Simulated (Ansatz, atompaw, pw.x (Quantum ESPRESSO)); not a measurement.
pw.x on bcc Ru: one setting changed

Potential: PAW, atompaw 4.2.0.5, LDA (PW92); core [Ar] 3d10, reference 4s2 4p6 4d7 5s1 5p0; waves: 4s (bound): rc 1.50 bohr; 5s (bound): rc 1.80 bohr; 4p (bound): rc 1.75 bohr; 5p (bound, empty): rc 2.05 bohr; 4d (bound): rc 1.80 bohr; 4d channel at 2.3 Ry: rc 1.80 bohr; local part: bessel scheme, radius 1.65 bohr; core correction: smooth core density matched at 1.15 bohr; augmentation: besselshape compensation charge, radius 1.55 bohr; PAW radius 2.05 bohr; waves and projectors: custom rrkj gramschmidtortho.

The reference run (k-mesh 15³, cutoffs 75/750 Ry, Fermi–Dirac 0.01 Ry, mixing_beta 0.4, conv_thr 1e-9, no spin) gives 2.88 GPa at 13.522 Å³/atom, where all-electron LAPW gives 0.29 GPa. This run, with its own iteration cap, changes degauss to 0.02.

```
&control
  calculation='scf', prefix='x', pseudo_dir='./', outdir='./tmp', tstress=.true., disk_io='none'
/
&system
  ibrav=0, nat=1, ntyp=1, ecutwfc=75, ecutrho=750, nbnd=16,
  occupations='smearing', smearing='fd', degauss=0.02
/
&electrons
  conv_thr=1e-09, mixing_beta=0.4, electron_maxstep=50
/
ATOMIC_SPECIES
Ru 1.0 Ru.UPF
CELL_PARAMETERS angstrom
  -1.50081437 1.50081437 1.50081437
  1.50081437 -1.50081437 1.50081437
  1.50081437 1.50081437 -1.50081437
ATOMIC_POSITIONS crystal
Ru 0.0000 0.0000 0.0000
K_POINTS automatic
15 15 15 0 0 0
```

```bash
pw.x < Ru.scf.in > Ru.scf.out
```

Problem. How does the run end?

Solution. It converges in 12 iterations; the free energy moves by -159.5 meV/atom and the pressure by +2.79 GPa. In a metal, with Fermi–Dirac smearing, F lies below its zero-width value by a term in the square of the width.

```
Message from routine setup:
     using ibrav=0 with symmetry is DISCOURAGED, use correct ibrav instead
     lattice parameter (alat)  =       4.9123  a.u.
     unit-cell volume          =      91.2510 (a.u.)^3
     number of electrons       =        16.00
     number of Kohn-Sham states=           16
     kinetic-energy cutoff     =      75.0000  Ry
     charge density cutoff     =     750.0000  Ry
     scf convergence threshold =      1.0E-09
     Exchange-correlation= SLA PW NOGX NOGC
     number of k points=   120  Fermi-Dirac smearing, width (Ry)=  0.0200
     iteration #  1     ecut=    75.00 Ry     beta= 0.40
     total energy              =    -422.65912294 Ry
     estimated scf accuracy    <       0.20259056 Ry
     iteration #  2     ecut=    75.00 Ry     beta= 0.40
     total energy              =    -422.68179885 Ry
     estimated scf accuracy    <       0.01118431 Ry
     iteration #  3     ecut=    75.00 Ry     beta= 0.40
     total energy              =    -422.68399813 Ry
     estimated scf accuracy    <       0.00052806 Ry
     iteration #  4     ecut=    75.00 Ry     beta= 0.40
     total energy              =    -422.68476666 Ry
     estimated scf accuracy    <       0.00021111 Ry
     iteration #  5     ecut=    75.00 Ry     beta= 0.40
     total energy              =    -422.68491418 Ry
     estimated scf accuracy    <       0.00009090 Ry
     iteration #  6     ecut=    75.00 Ry     beta= 0.40
     total energy              =    -422.68498847 Ry
     estimated scf accuracy    <       0.00000070 Ry
     iteration #  7     ecut=    75.00 Ry     beta= 0.40
     total energy              =    -422.68499129 Ry
     estimated scf accuracy    <       0.00000079 Ry
     iteration #  8     ecut=    75.00 Ry     beta= 0.40
     total energy              =    -422.68499121 Ry
     estimated scf accuracy    <       0.00000021 Ry
     iteration #  9     ecut=    75.00 Ry     beta= 0.40
     total energy              =    -422.68499158 Ry
     estimated scf accuracy    <       0.00000002 Ry
     iteration # 10     ecut=    75.00 Ry     beta= 0.40
     total energy              =    -422.68499166 Ry
     estimated scf accuracy    <          8.8E-09 Ry
     iteration # 11     ecut=    75.00 Ry     beta= 0.40
     total energy              =    -422.68499166 Ry
     estimated scf accuracy    <          1.9E-09 Ry
     iteration # 12     ecut=    75.00 Ry     beta= 0.40
     the Fermi energy is    23.3653 ev
!    total energy              =    -422.68499166 Ry
     estimated scf accuracy    <          1.1E-10 Ry
     smearing contrib. (-TS)   =      -0.03005405 Ry
     convergence has been achieved in  12 iterations
          total   stress  (Ry/bohr**3)                   (kbar)     P=       56.73
     Message from routine punch:
     Nothing written, as per user request (disk_io='none')
```

The run took about 24 s on one core of a shared server CPU.
